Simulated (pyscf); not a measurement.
Atom transfer: SiH₃• + HCl → H₃Si–Cl + H•

Gas phase, doublet surface, charge 0. Bonds broken: Cl5–H6. Bonds formed: Si1–Cl5. Structures and frequencies: ωB97X-D3(BJ)/def2-SVP in PySCF. Correlated levels are frozen-core, on RHF or UHF. ΔMP2 is the change of the MP2 total energy from the triple- to the quadruple-zeta basis.

Transition state (Å):

```xyz
6

Si    -1.7892    -1.2216     0.0314
H     -1.6719    -0.9466     1.4892
H     -1.1944    -2.5417    -0.3119
H     -3.2070    -1.1438    -0.4136
Cl    -0.5794     0.4376    -1.1188
H      0.2019     1.5064    -1.8604
```

One imaginary mode, 878i cm⁻¹; descent along it reached the two sides named.

```
bond     change  reactant side (Å)  saddle  product side
-------  ------  -----------------  ------  ------------
Cl5–H6   breaks              1.285   1.517           3.6
Si1–Cl5   forms                3.6   2.354         2.066
```

Electronic energies relative to the separated reactants (kcal/mol):

```json
[
 {"level": "ωB97X-D3(BJ)/def2-TZVP", "barrier": "14.3", "reaction energy": "-8.6", "reverse barrier": "22.9"},
 {"level": "PBE/def2-TZVP", "barrier": "8.3", "reaction energy": "-3.2", "reverse barrier": "11.5"},
 {"level": "r²SCAN/def2-TZVP", "barrier": "10.1", "reaction energy": "-3.0", "reverse barrier": "13.1"},
 {"level": "B3LYP-D3(BJ)/def2-TZVP", "barrier": "11.5", "reaction energy": "-2.9", "reverse barrier": "14.4"},
 {"level": "PBE0-D3(BJ)/def2-TZVP", "barrier": "11.3", "reaction energy": "-4.9", "reverse barrier": "16.2"},
 {"level": "M06-2X/def2-TZVP", "barrier": "15.5", "reaction energy": "-5.3", "reverse barrier": "20.8"},
 {"level": "ωB97M-D3(BJ)/def2-TZVP", "barrier": "15.5", "reaction energy": "-5.9", "reverse barrier": "21.3"},
 {"level": "HF/def2-TZVP", "barrier": "29.0", "reaction energy": "-7.9", "reverse barrier": "37.0"},
 {"level": "MP2/def2-QZVPP", "barrier": "17.2", "reaction energy": "-8.4", "reverse barrier": "25.6"},
 {"level": "CCSD/def2-TZVPP", "barrier": "20.7", "reaction energy": "-1.9", "reverse barrier": "22.6"},
 {"level": "CCSD(T)/def2-TZVPP", "barrier": "18.7", "reaction energy": "-2.7", "reverse barrier": "21.4"},
 {"level": "CCSD(T)/def2-TZVPP + ΔMP2(QZVPP)", "barrier": "16.8", "reaction energy": "-3.7", "reverse barrier": "20.4"}
]
```

With CCSD(T)/def2-TZVPP + ΔMP2(QZVPP) energies and thermal terms (ideal gas, 1 atm, RRHO with modes under 100 cm⁻¹ raised to 100, one conformer, R ln 2 for rigid chiral ones), in kcal/mol:

```tsv
T (K)	ΔH‡	ΔG‡	ΔH	ΔG
298	14.7	23.7	-5.1	-2.4
600	15.0	32.8	-4.6	+0.3
900	15.6	41.7	-3.8	+2.5
1200	16.2	50.2	-2.9	+4.5
```

One saddle was located; it need not be the lowest between these sides. The angle at the transferred Cl is 180°. The CCSD(T) − MP2 part came from Ansatz, without density fitting, on the same reference.
